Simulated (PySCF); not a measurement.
difluoromethane cation (CH2F2), SMILES FCF (connectivity only; charge and spin as stated), charge +1, multiplicity 2.

The structure is a stationary point at B3LYP-D3(BJ)/def2-TZVP. The spin state was assumed, not searched.

Calculation: B3LYP-D3(BJ)/def2-TZVP in PySCF 2.14.0.

No scaling factor is applied to the harmonic values.

### Question
List the normal modes with their intensities. (An estimate is asked for; the answer gives what the named calculation found.)

### Answer

| mode | ν (cm⁻¹) | IR (km/mol) | moving atoms (share of kinetic energy) |
|---|---|---|---|
| 1 | 591 | 25.0 | F 80 %, C 17 % |
| 2 | 641 | 28.9 | H 46 %, C 46 % |
| 3 | 988 | 0.0 | H 97 % |
| 4 | 1054 | 77.4 | H 89 %, C 11 % |
| 5 | 1104 | 121.7 | H 90 % |
| 6 | 1238 | 118.2 | F 47 %, C 42 %, H 12 % |
| 7 | 1395 | 185.0 | C 69 %, F 31 % |
| 8 | 2119 | 272.6 | H 97 % |
| 9 | 2479 | 95.1 | H 93 % |
